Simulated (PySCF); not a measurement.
Consider `S` (H2S). Non-hydrogen atoms are numbered in `[SH2:1]`.

Energies: CAM-B3LYP-D3(BJ)/ma-def2-TZVP (PySCF, density fitting, integration grid level 2) on PBE0-D3(BJ)/ma-def2-SVP structures. Zero-point and thermal terms (298.15 K, 1 bar) come from unscaled PBE0-D3(BJ)/ma-def2-SVP harmonic frequencies, with soft modes damped to free rotors in the entropy.

Problem. What are the vertical and the adiabatic ionisation energy for forming the radical cation?

Solution. 10.41 eV vertical and 10.39 eV adiabatic, the latter with zero-point energy.

Problem. Where does the unpaired spin of the relaxed radical cation sit?

Solution. S1 (sulfide sulfur) 1.04 (intrinsic atomic orbital populations).

Problem. How far is −ε(HOMO) from the vertical value by ΔSCF?

Solution. −ε(HOMO) = 8.92 eV, which is 1.49 eV below the ΔSCF value.

---

Consider `O[SiH3]` (H4OSi). Non-hydrogen atoms are numbered in `[OH:1][SiH3:2]`.

Computed at PBE0-D3(BJ)/ma-def2-TZVP // PBE0-D3(BJ)/ma-def2-SVP with PySCF (density fitting, grid level 2). Thermal corrections: PBE0-D3(BJ)/ma-def2-SVP frequencies, unscaled, ideal gas at 298.15 K and 1 bar, quasi-RRHO entropy.

Question: What are the vertical and the adiabatic ionisation energy for forming the radical cation?

Answer: 11.21 eV vertical and 10.66 eV adiabatic, the latter with zero-point energy.

Question: Where does the unpaired spin of the relaxed radical cation sit?

Answer: H (on Si2) 0.36, H (on Si2) 0.35, O1 (hydroxyl oxygen) 0.19, Si2 (silicon) 0.12 (intrinsic atomic orbital populations).

Question: How far is −ε(HOMO) from the vertical value by ΔSCF?

Answer: −ε(HOMO) = 8.75 eV, which is 2.47 eV below the ΔSCF value.

Differences come from unrounded values, so a last digit can differ from that of the printed terms.

---

Consider `[SiH3]P` (H5PSi). Non-hydrogen atoms are numbered in `[SiH3:1][PH2:2]`.

Computed at PBE0-D3(BJ)/ma-def2-TZVP // PBE0-D3(BJ)/ma-def2-SVP with PySCF (density fitting, grid level 2). The prefix ma- adds one diffuse s and one diffuse p function on all atoms but H. Zero-point and thermal terms (298.15 K, 1 bar) come from unscaled PBE0-D3(BJ)/ma-def2-SVP harmonic frequencies, with soft modes damped to free rotors in the entropy.

**Question.** What are the vertical and the adiabatic ionisation energy for forming the radical cation?

**Answer.** 9.76 eV vertical and 8.89 eV adiabatic, the latter with zero-point energy.

**Question.** Where does the unpaired spin of the relaxed radical cation sit?

**Answer.** P2 (phosphorus) 1.02 (intrinsic atomic orbital populations).

**Question.** How far is −ε(HOMO) from the vertical value by ΔSCF?

**Answer.** −ε(HOMO) = 7.61 eV, which is 2.16 eV below the ΔSCF value.

Differences come from unrounded values, so a last digit can differ from that of the printed terms.
